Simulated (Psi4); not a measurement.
# Si2H4 (SMILES [SiH][SiH3]): U-revM06-L/pcseg-0

Aim: the energy change on altering one bond length of Si2H4 at U-revM06-L/pcseg-0, from 2 runs. 

The calculation is run with Psi4 1.11.

4 further runs of the same task are left out: 2 that didn't finish, 2 set aside as unsound or not needed.

### 1 The molecule

Si2H4: 6 atoms, total charge 0, spin state triplet. SMILES: `[SiH][SiH3]`. The shape is that of a GFN2-xTB optimisation.

Bond lengths: Si1–Si2 2.254 Å, Si1–H3 1.473 Å, Si2–H4 1.467 Å, Si2–H5 1.474 Å, Si2–H6 1.474 Å. Angles: Si1–Si2–H4 105.5°, Si1–Si2–H5 115.5°, Si1–Si2–H6 115.4°, Si2–Si1–H3 128.8°, H4–Si2–H5 107.9°, H4–Si2–H6 107.9°, H5–Si2–H6 104.3°.

### 2 A single-point energy at U-revM06-L/pcseg-0

Input file h4si2.xyz:

```xyz
6
H4Si2
Si     0.322720    -1.575880     0.287350
Si    -0.300130     0.523270    -0.245660
H      1.427930    -2.017820     1.155760
H     -1.456530     0.376070    -1.136010
H      0.714920     1.325330    -0.951090
H     -0.708920     1.369020     0.889660
```

Input file job.py:

```python
import psi4

psi4.set_memory(1600000000)
psi4.set_num_threads(1)
psi4.core.set_output_file('psi4.out', False)

with open('h4si2.xyz') as f:
    atoms = ''.join(f.readlines()[2:])
mol = psi4.geometry('0 3\n' + atoms + '')

psi4.set_options({
    'reference': 'uks',
    'scf_type': 'direct',
})

energy_value = psi4.energy("revm06-l/pcseg-0", molecule=mol)
print('E =', round(energy_value, 9))
```

Run with:

```console
python job.py
```

psi4.out:

```text
[...]
  Running in c1 symmetry.
[...]
  Nuclear repulsion =   76.540044270488778
[...]
  Multiplicity = 3
[...]
  Nalpha       = 17
  Nbeta        = 15
[...]
    Number of basis functions: 34
[...]
   @DF-UKS iter   1:  -580.49272828363962   -3.00966e-01   5.01563e-03 DIIS/ADIIS
[...]
   @UKS iter  10:  -580.50873376595086   -1.45531e-09   1.56876e-07 DIIS
[...]
   @S^2 Observed:                2.007651917E+00
[...]
    Orbital Energies [Eh]
    ---------------------
    Alpha Occupied:
       1A    -65.988300     2A    -65.985475     3A     -5.263709
       4A     -5.260200     5A     -3.627379     6A     -3.626231
       7A     -3.625093     8A     -3.624918     9A     -3.624793
      10A     -3.623032    11A     -0.593362    12A     -0.499397
      13A     -0.373366    14A     -0.361398    15A     -0.343841
      16A     -0.237257    17A     -0.198781
    Alpha Virtual:
      18A      0.005928    19A      0.044282    20A      0.066545
      21A      0.105400    22A      0.125357    23A      0.226936
      24A      0.363614    25A      0.578317    26A      0.597630
[...]
  @UKS Final Energy:  -580.50873376595086
   => Energetics <=
    Nuclear Repulsion Energy =             76.5400442704887780
    One-Electron Energy =                -954.8091383189791941
    Two-Electron Energy =                 340.8594017221304853
    DFT Exchange-Correlation Energy =     -43.0990414395910122
    Empirical Dispersion Energy =           0.0000000000000000
    VV10 Nonlocal Energy =                  0.0000000000000000
    Total Energy =                       -580.5087337659508648
[...]
 Multipole Moments:
 ------------------------------------------------------------------------------------
     Multipole            Electronic (a.u.)      Nuclear  (a.u.)        Total (a.u.)
 ------------------------------------------------------------------------------------
 L = 1.  Multiply by 2.5417464519 to convert [e a0] to [Debye]
 Dipole X            :          0.1029248           -0.0592217            0.0437031
 Dipole Y            :         -2.7801454            2.7590956           -0.0210498
 Dipole Z            :          0.1432247           -0.1092692            0.0339555
 Magnitude           :                                                    0.0592117
[...]
```

On the terminal:

```text
E = -580.508733766
```

Wall time 4.5 s (1 thread of Intel Xeon 6975P-C (Granite Rapids), shared host); peak memory 0.46 GiB.

### 3 The distorted shape, same level

Input file job.py:

```python
import psi4

psi4.set_memory('1600 MB')
psi4.set_num_threads(1)
psi4.set_output_file('psi4.out', False)

mol = psi4.geometry("""
0 3
Si     0.404489    -1.745052     0.060257
Si    -0.218361     0.354098    -0.472753
H      1.509699    -2.186992     0.928667
H     -1.374761     0.206898    -1.363103
H      0.796689     1.156158    -1.178183
H     -0.708920     1.369020     0.889660
""")

psi4.set_options(dict(reference='uks', scf_type='direct'))

e_tot, wfn = psi4.energy('revm06-l/pcseg-0', return_wfn=True)
print('E =', round(e_tot, 9))
```

Run with:

```console
python job.py
```

psi4.out:

```text
[...]
  Running in c1 symmetry.
[...]
  Nuclear repulsion =   75.496139521029491
[...]
  Multiplicity = 3
[...]
  Nalpha       = 17
  Nbeta        = 15
[...]
    Number of basis functions: 34
[...]
   @DF-UKS iter   1:  -580.47989541247250   -3.53022e-01   4.71017e-03 DIIS/ADIIS
[...]
   @UKS iter  11:  -580.49431871701802   -7.94989e-09   4.23565e-07 DIIS
[...]
   @S^2 Observed:                2.007894671E+00
[...]
    Orbital Energies [Eh]
    ---------------------
    Alpha Occupied:
       1A    -66.003866     2A    -65.992852     3A     -5.276904
       4A     -5.264579     5A     -3.640669     6A     -3.638591
       7A     -3.638140     8A     -3.630728     9A     -3.629448
      10A     -3.627417    11A     -0.590832    12A     -0.496619
      13A     -0.373929    14A     -0.347091    15A     -0.340765
      16A     -0.240205    17A     -0.201680
    Alpha Virtual:
      18A      0.004021    19A      0.008370    20A      0.048910
      21A      0.087527    22A      0.122634    23A      0.225243
      24A      0.371936    25A      0.578248    26A      0.634668
[...]
  @UKS Final Energy:  -580.49431871701802
   => Energetics <=
    Nuclear Repulsion Energy =             75.4961395210294910
    One-Electron Energy =                -952.5873360894638608
    Two-Electron Energy =                 339.6307656758242501
    DFT Exchange-Correlation Energy =     -43.0338878244078842
    Empirical Dispersion Energy =           0.0000000000000000
    VV10 Nonlocal Energy =                  0.0000000000000000
    Total Energy =                       -580.4943187170180181
[...]
 Multipole Moments:
 ------------------------------------------------------------------------------------
     Multipole            Electronic (a.u.)      Nuclear  (a.u.)        Total (a.u.)
 ------------------------------------------------------------------------------------
 L = 1.  Multiply by 2.5417464519 to convert [e a0] to [Debye]
 Dipole X            :          0.2364768           -0.1306661            0.1058107
 Dipole Y            :         -3.0613115            2.9069070           -0.1544045
 Dipole Z            :         -0.1749821            0.0891497           -0.0858323
 Magnitude           :                                                    0.2059219
[...]
```

The script printed:

```text
E = -580.494318717
```

Wall time 4.8 s (1 thread of Intel Xeon 6975P-C (Granite Rapids), shared host); peak memory 0.47 GiB.

### 4 Summary of results

At U-revM06-L/pcseg-0:

| quantity | value |
| --- | --- |
| first shape: total energy | -580.50873 Eh |
| first shape: dipole moment | 0.15 D |
| first shape: HOMO energy (highest over α and β) | -5.41 eV |
| first shape: LUMO energy (lowest over α and β) | -3.58 eV |
| first shape: ⟨S²⟩ | 2.008 |
| distorted shape: total energy | -580.49432 Eh |
| distorted shape: dipole moment | 0.52 D |
| distorted shape: HOMO energy (highest over α and β) | -5.49 eV |
| distorted shape: LUMO energy (lowest over α and β) | -3.72 eV |
| distorted shape: ⟨S²⟩ | 2.008 |
| energy change with the Si2–H6 bond stretched from 1.474 to 1.768 Å | 0.392 eV |

With the Si2–H6 bond stretched from 1.474 to 1.768 Å the energy rises by 0.39 eV (37.8 kJ/mol). The first shape isn't relaxed at this level, so the change isn't measured from a minimum.
